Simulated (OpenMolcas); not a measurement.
## OpenMolcas input wanted

The species is AlNH3Cl (6 atoms), meant as a singlet with charge 0. As SMILES, `[NH2][AlH][Cl]`. The shape is that of a PBE0-D4/def2-TZVP optimisation.

| atom | x (Å) | y (Å) | z (Å) |
| --- | --- | --- | --- |
| N | 0.0000 | 0.0000 | 0.0000 |
| Al | 0.0000 | 0.0000 | 1.7560 |
| Cl | 1.8609 | 0.0000 | 2.7257 |
| H | -0.8317 | 0.0000 | -0.5679 |
| H | 0.8248 | -0.0002 | -0.5778 |
| H | -1.3339 | 0.0001 | 2.5847 |

Settings wanted:

```yaml
method: DFT
reference: RKS
integral_approximation: none
symmetry: none
basis_set: ANO-L-MB
task: properties
functional: BHLYP
dispersion: none
population: LoProp
nucleus: point
solvent_model: C-PCM
solvent: cyclohexane
dielectric_constant: 2.023
```

Task: Write the OpenMolcas 26.06 input and the command.

Result: This one ran through:

calc.inp:
```
>>> EXPORT MOLCAS_PRINT=2

&gateway
 xbas
 N.ANO-L-MB
 Al.ANO-L-MB
 Cl.ANO-L-MB
 H.ANO-L-MB
 End of Basis
 zmat
 N1
 Al2 1 1.755958
 Cl3 2 2.098435 1 117.52503
 H4 1 1.007114 2 124.3232 3 179.99861
 H5 1 1.007038 4 110.66635 2 179.98814
 H6 2 1.570356 1 121.85159 5 -179.99417
 End of ZMAT
 rf-input
 PCM-Model
 Solvent=cyclohexane
 Conductor
 End of RF-Input

&seward

&scf
 ksdft=HYB_GGA_XC_BHANDHLYP
 prorbitals=1

&loprop
```

```bash
$ export MOLCAS_MEM=1860
$ pymolcas calc.inp > calc.log
```

Calculated total energy, solvent included: -759.13467 Eh.
